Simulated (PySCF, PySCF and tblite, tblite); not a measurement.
# BH7NP: a path driven as pyramidal inversion, and NMR exchange, part 2 of 2

PySCF and tblite. Atoms count from 0. The steps go on from the part before.

### 9 Shieldings, saddle of leg 1: PBE0/pcSseg-1 in cyclohexane

What the job is given:

```
{"job": {"kind": "nmr", "xc": "PBE0", "basis": "pcSseg-1", "solvent": "cyclohexane", "pop": false}, "charge": 0, "multiplicity": 1}
N     -1.259889     0.071656    -0.412813
B      0.046154    -0.715237     0.250842
P      1.530588     0.500236     0.307166
H     -1.483756     0.901512     0.143751
H     -1.022927     0.406145    -1.351160
H     -2.094145    -0.523908    -0.472656
H     -0.304650    -1.026587     1.373390
H      0.273691    -1.646079    -0.498726
H      1.835726     1.360771     1.370700
H      2.479208     0.671491    -0.710494
```

The log of the run:

```text
coarse grid: 8112 points
cycle   1  E = -424.8470588542  dE =  1.592e-02  |g| = 2.948e-01  |ddm| = 2.553e+00
cycle   2  E = -424.8573243531  dE = -1.027e-02  |g| = 2.589e-01  |ddm| = 7.932e-01
cycle   3  E = -424.8792565144  dE = -2.193e-02  |g| = 3.009e-02  |ddm| = 3.608e-01
cycle   4  E = -424.8794664814  dE = -2.100e-04  |g| = 1.355e-02  |ddm| = 4.266e-02
cycle   5  E = -424.8795080297  dE = -4.155e-05  |g| = 3.420e-03  |ddm| = 1.535e-02
cycle   6  E = -424.8795101396  dE = -2.110e-06  |g| = 9.293e-04  |ddm| = 3.243e-03
final grid: 71736 points
cycle   7  E = -424.8920772540  dE = -2.372e-05  |g| = 5.996e-03  |ddm| = 1.774e-02
cycle   8  E = -424.8920734954  dE =  3.759e-06  |g| = 7.364e-03  |ddm| = 1.167e-02
cycle   9  E = -424.8920866593  dE = -1.316e-05  |g| = 5.431e-04  |ddm| = 6.130e-03
cycle  10  E = -424.8920867230  dE = -6.369e-08  |g| = 1.347e-04  |ddm| = 4.993e-04
cycle  11  E = -424.8920867272  dE = -4.202e-09  |g| = 2.335e-05  |ddm| = 1.471e-04
cycle  12  E = -424.8920867274  dE = -1.622e-10  |g| = 7.051e-06  |ddm| = 3.408e-05
converged SCF energy = -424.8920867274

GIAO shielding tensors (ppm)
atom      isotropic    diamagn.    paramagn.     s11        s22        s33       span
  0 N      202.650     316.145    -113.495    179.429    194.529    233.992     54.563
  1 B      122.965     188.940     -65.975     99.450    124.613    144.832     45.382
  2 P      592.288     970.218    -377.930    430.182    661.403    685.278    255.096
  3 H       28.856      29.958      -1.102     24.138     26.025     36.407     12.269
  4 H       28.855      29.955      -1.101     24.138     26.017     36.408     12.270
  5 H       28.168      28.287      -0.119     21.114     23.685     39.705     18.591
  6 H       28.448      29.204      -0.756     23.118     29.788     32.438      9.320
  7 H       28.448      29.203      -0.755     23.120     29.786     32.438      9.318
  8 H       29.061      30.506      -1.444     23.296     26.466     37.422     14.126
  9 H       29.062      30.505      -1.444     23.297     26.466     37.422     14.125
```

It took 8.4 s on 1 thread of Intel Xeon Platinum 8488C, shared host; peak memory 0.47 GiB.

In short: HOMO -5.04 eV, LUMO 0.73 eV; dipole 6.05 D.

The fields below are evaluated on a grid from the run's orbitals.

Frontier orbitals at PBE0/pcSseg-1, with the share of their density that lies nearest to each atom:

| orbital | energy (eV) | lies on |
| --- | --- | --- |
| HOMO | -5.04 | P2 64 %; H8, H9 about 11 % each |
| LUMO | 0.73 | H3, H4, H5 about 25 % each; N0 9 % |

ELF in a plane through or near 4 of the atoms.

Values, 10 rows by 14 columns:
```
0.00 0.00 0.00 0.00 0.00 0.00 0.00 0.00 0.00 0.00 0.00 0.00 0.00 0.00
0.00 0.00 0.00 0.00 0.00 0.00 0.00 0.02 0.02 0.00 0.00 0.00 0.00 0.00
0.00 0.00 0.00 0.13 0.26 0.03 0.05 0.18 0.15 0.04 0.00 0.00 0.00 0.00
0.00 0.00 0.36 0.88 0.92 0.50 0.23 0.51 0.43 0.04 0.00 0.00 0.00 0.00
0.00 0.02 0.37 0.79 0.67 0.60 0.77 0.68 0.51 0.44 0.92 0.65 0.00 0.00
0.00 0.01 0.10 0.42 0.32 0.55 0.89 0.41 0.82 0.71 1.00 0.94 0.00 0.00
0.00 0.00 0.02 0.18 0.60 0.90 0.80 0.05 0.64 0.65 0.35 0.10 0.00 0.00
0.00 0.00 0.01 0.10 0.57 0.88 0.71 0.01 0.07 0.09 0.04 0.00 0.00 0.00
0.00 0.00 0.00 0.01 0.09 0.23 0.09 0.00 0.00 0.00 0.00 0.00 0.00 0.00
0.00 0.00 0.00 0.00 0.00 0.00 0.00 0.00 0.00 0.00 0.00 0.00 0.00 0.00
```
The map spans 9.9 Å across and 8.0 Å up, centred on the molecule. Atoms in the plane (x, y in Å): N0 (1.3, -0.4), B1 (0.1, 0.8), P2 (-1.6, -0.1), H5 (2.2, -0.1).

log10 of the density (e/Å³) in the same plane.

Values, 10 rows by 14 columns:
```
-4.0 -4.0 -4.0 -4.0 -4.0 -4.0 -4.0 -3.7 -3.8 -4.0 -4.0 -4.0 -4.0 -4.0
-4.0 -4.0 -4.0 -3.7 -3.3 -3.1 -2.7 -2.5 -2.6 -3.0 -3.8 -4.0 -4.0 -4.0
-4.0 -4.0 -3.1 -2.4 -2.1 -2.1 -1.7 -1.4 -1.6 -2.3 -3.1 -4.0 -4.0 -4.0
-4.0 -3.1 -2.1 -1.4 -1.0 -1.0 -0.7 -0.3 -0.7 -1.6 -2.4 -3.2 -4.0 -4.0
-3.9 -2.7 -1.7 -0.8 -0.2 -0.1 -0.1  1.3 -0.3 -0.6 -0.8 -1.8 -3.3 -4.0
-3.9 -2.6 -1.6 -0.6  0.6  1.2 -0.2 -0.4  0.4  0.5  0.1 -1.3 -3.0 -4.0
-4.0 -3.0 -2.0 -1.1 -0.5 -0.3 -0.8 -1.0  0.0  0.0 -0.9 -2.0 -3.4 -4.0
-4.0 -3.6 -2.7 -2.0 -1.5 -1.3 -1.6 -1.9 -1.4 -1.5 -2.1 -3.0 -4.0 -4.0
-4.0 -4.0 -3.6 -2.9 -2.4 -2.3 -2.5 -2.8 -2.8 -2.8 -3.3 -4.0 -4.0 -4.0
-4.0 -4.0 -4.0 -4.0 -4.0 -3.9 -4.0 -4.0 -4.0 -4.0 -4.0 -4.0 -4.0 -4.0
```
The map spans 9.9 Å across and 8.0 Å up, centred on the molecule. Atoms in the plane (x, y in Å): N0 (1.3, -0.4), B1 (0.1, 0.8), P2 (-1.6, -0.1), H5 (2.2, -0.1).

On the surface of density 0.002 e/bohr³ the electrostatic potential runs, from the 1st to the 99th percentile, from -1.99 V near P2 to 2.74 V near H5.

### 10 Shieldings, end: PBE0/pcSseg-1 in cyclohexane

What the job is given:

```
{"job": {"kind": "nmr", "xc": "PBE0", "basis": "pcSseg-1", "solvent": "cyclohexane", "pop": false}, "charge": 0, "multiplicity": 1}
N     -1.039142     0.158152    -0.768663
B      0.114797    -0.809775    -0.116620
P      1.795408     0.196067     0.113000
H     -1.210636     0.969667    -0.168963
H     -0.740059     0.514086    -1.680755
H     -1.927819    -0.336290    -0.896559
H     -0.326410    -1.170549     0.961946
H      0.261892    -1.727846    -0.906310
H      1.263152     1.380749     0.731912
H      1.864304     0.813929    -1.184114
```

The log of the run:

```text
coarse grid: 8112 points
cycle   1  E = -424.8735699125  dE = -4.713e-02  |g| = 3.066e-01  |ddm| = 2.488e+00
cycle   2  E = -424.8842916661  dE = -1.072e-02  |g| = 2.661e-01  |ddm| = 7.817e-01
cycle   3  E = -424.9082064068  dE = -2.391e-02  |g| = 3.251e-02  |ddm| = 3.751e-01
cycle   4  E = -424.9084868834  dE = -2.805e-04  |g| = 1.235e-02  |ddm| = 4.832e-02
cycle   5  E = -424.9085218415  dE = -3.496e-05  |g| = 3.879e-03  |ddm| = 1.427e-02
cycle   6  E = -424.9085246084  dE = -2.767e-06  |g| = 9.594e-04  |ddm| = 2.912e-03
final grid: 71736 points
cycle   7  E = -424.9215045660  dE = -2.428e-05  |g| = 5.935e-03  |ddm| = 2.026e-02
cycle   8  E = -424.9215007420  dE =  3.824e-06  |g| = 7.332e-03  |ddm| = 1.161e-02
cycle   9  E = -424.9215138559  dE = -1.311e-05  |g| = 4.751e-04  |ddm| = 5.986e-03
cycle  10  E = -424.9215139057  dE = -4.976e-08  |g| = 1.352e-04  |ddm| = 4.692e-04
cycle  11  E = -424.9215139099  dE = -4.218e-09  |g| = 2.254e-05  |ddm| = 1.495e-04
cycle  12  E = -424.9215139100  dE = -1.460e-10  |g| = 6.408e-06  |ddm| = 3.520e-05
converged SCF energy = -424.9215139100

GIAO shielding tensors (ppm)
atom      isotropic    diamagn.    paramagn.     s11        s22        s33       span
  0 N      210.044     315.862    -105.819    200.396    200.690    229.045     28.649
  1 B      122.430     189.256     -66.826    102.641    121.343    143.306     40.665
  2 P      529.915     966.587    -436.672    455.844    558.988    574.913    119.069
  3 H       28.672      30.499      -1.826     23.277     25.710     37.030     13.753
  4 H       28.661      29.673      -1.012     23.285     25.665     37.034     13.750
  5 H       27.836      28.210      -0.374     20.794     23.574     39.141     18.348
  6 H       28.918      29.789      -0.871     24.797     29.576     32.381      7.584
  7 H       28.919      29.690      -0.772     24.798     29.575     32.384      7.586
  8 H       29.971      30.436      -0.465     26.229     27.530     36.152      9.923
  9 H       29.974      30.315      -0.341     26.240     27.535     36.149      9.909
```

Wall time 5 s (1 thread of Intel Xeon Platinum 8488C, shared host); peak memory 0.47 GiB.

Key values: HOMO -6.43 eV, LUMO 0.52 eV; dipole 7.32 D.

### 11 Kinetics and line shapes

What the job is given:

```
{"job": {"smiles": "[NH3+][BH2-]P", "charge": 0, "mult": 1, "motion": "inversion", "what": "phosphorus", "atoms": [2], "drives": [{"terms": [["t", [9, 1, 8, 2], 0.3333333333333333], ["t", [1, 8, 9, 2], 0.3333333333333333], ["t", [8, 9, 1, 2], 0.3333333333333333]], "neg": true, "n": 8}], "study": "path", "level": {"kind": "nmr", "xc": "PBE0", "basis": "pcSseg-1", "solvent": "cyclohexane"}, "fields": [250, 300, 800], "first": 4, "seed": 415, "refine": {"xc": "B3LYP", "basis": "def2-SVP"}, "kind": "path"}, "charge": 0, "multiplicity": 1}
N     -1.284661     0.098190    -0.720562
B      0.140361    -0.618496    -0.321787
P      1.476295     0.819785    -0.566332
H     -1.460936     0.858977    -0.071118
H     -1.191805     0.474807    -1.659789
H     -2.044583    -0.574117    -0.685222
H      0.041013    -0.992496     0.799498
H      0.318770    -1.483082    -1.116944
H      1.428998     1.359534     0.710135
H      2.585431     0.061553    -0.256562
```

The log of the run:

```text
stationary points (kcal/mol above the start)
  n  kind          group   xTB      DFT    lowest mode
  0  minimum      C1       0.00     0.00     122.7
  1  saddle       Cs      24.63    17.60    -775.1
  2  minimum      Cs      -0.17    -1.02     152.6

GFN2-xTB energies: T/K, barrier G, reaction G (kcal/mol), k forward, k back (1/s)
 150.00    23.81    -0.30   3.14e-23    2.3e-23
 200.00    23.84    -0.27   1.86e-14   1.88e-14
 250.00    23.85    -0.24   3.66e-09   4.48e-09
 298.15    23.86    -0.22      1e-05   1.39e-05
 350.00    23.87    -0.19    0.00455    0.00694
 400.00    23.87    -0.16      0.377      0.616
 500.00    23.89    -0.11        189        339

B3LYP-D3(BJ)/def2-SVP energies: T/K, barrier G, reaction G (kcal/mol), k forward, k back (1/s)
 150.00    18.57    -1.66   1.37e-15   1.05e-17
 200.00    18.60    -1.63   9.98e-09    3.3e-10
 250.00    18.61    -1.60    0.00014   1.11e-05
 298.15    18.62    -1.58     0.0698    0.00976
 350.00    18.63    -1.55       8.54       1.85
 400.00    18.63    -1.52        276       81.5
 500.00    18.64    -1.47    3.7e+04   1.69e+04

PBE0/pcSseg-1 + D3(BJ), IEF-PCM cyclohexane energies: T/K, barrier G, reaction G (kcal/mol), k forward, k back (1/s)
 150.00    16.78    -1.15   5.58e-13   2.37e-14
 200.00    16.80    -1.12   9.07e-07   1.08e-07
 250.00    16.82    -1.09    0.00517    0.00115
 298.15    16.83    -1.07       1.44      0.476
 350.00    16.83    -1.04        112       50.6
 400.00    16.84    -1.01   2.63e+03   1.48e+03
 500.00    16.85    -0.96   2.24e+05   1.72e+05
```

Run time: 91 s. Hardware: 1 thread of Intel Xeon Platinum 8488C, shared host; peak memory 0.47 GiB. This counts the whole study up to here.

Barriers by level (kcal/mol; entropies in cal/(mol K)). Zero-point and thermal terms come from xTB in every row. ΔG‡ leaves symmetry out; the rate counts equivalent paths (a factor of 0.5); effective ΔG‡, where given, is the barrier that would give that rate by Eyring's equation alone:

```csv
level,ΔE‡,with zero-point,ΔH‡,ΔS‡,ΔG‡ (298 K),ΔE of reaction,k at 298 K (1/s),effective ΔG‡
GFN2-xTB,24.63,23.75,23.75,-0.4,23.86,-0.17,1e-05,24.27
B3LYP-D3(BJ)/def2-SVP,19.39,18.50,18.51,-0.4,18.62,-1.53,0.07,19.03
"PBE0/pcSseg-1 + D3(BJ), IEF-PCM cyclohexane",17.60,16.71,16.72,-0.4,16.83,-1.02,1.4,17.24
```

Sites that the driver pairs across this motion, and where their lines would merge (no couplings; faster rotations or exchange between molecules can average them sooner):

```csv
nucleus,sites: shielding (ppm),proton frequency (MHz),spread (Hz),coalescence (K),lines at 298 K
31P,P2: 551.8; P2 (end): 529.9,800,7087,433,–
15N,N0: 217.8; N0 (end): 210.0,800,627,387,–
1H,"H8: 29.54; H9: 29.45; H8, H9 (end): 29.97",800,420,378,3
1H,"H6: 28.48; H7: 28.92; H6, H7 (end): 28.92",800,349,378,2
11B,B1: 123.0; B1 (end): 122.4,800,154,365,–
```

Rows that set an atom against itself at the end compare its shielding in the two forms.

### 12 What came out

The summary covers parts 1 to 2.

```
                                             quantity                               value
barrier (PBE0/pcSseg-1 + D3(BJ), IEF-PCM cyclohexane)  ΔE‡ 17.6, ΔG‡(298 K) 16.8 kcal/mol
                                   barrier (GFN2-xTB)                   ΔE‡ 24.6 kcal/mol
                                        rate at 298 K                             1.4 s⁻¹
                                      end of the path        -1.0 kcal/mol from the start
                                 coalescence of 1H H8                    378 K at 800 MHz
```

In words: DFT puts the top 17.6 kcal/mol above the start (xTB: 24.6); the rate from the DFT barrier is 1.4 s⁻¹ at 298 K. An error of 1.4 kcal/mol changes that rate tenfold. The 1H lines of H8 and its partners, 420 Hz apart at 800 MHz, merge at 378 K, so by this path alone the exchange at 298 K is slow for them; other paths were not followed. It was not proven that each saddle links the two ends. The moving atom is hydrogen and the barrier is narrow, so tunnelling, which is left out, should speed the exchange.
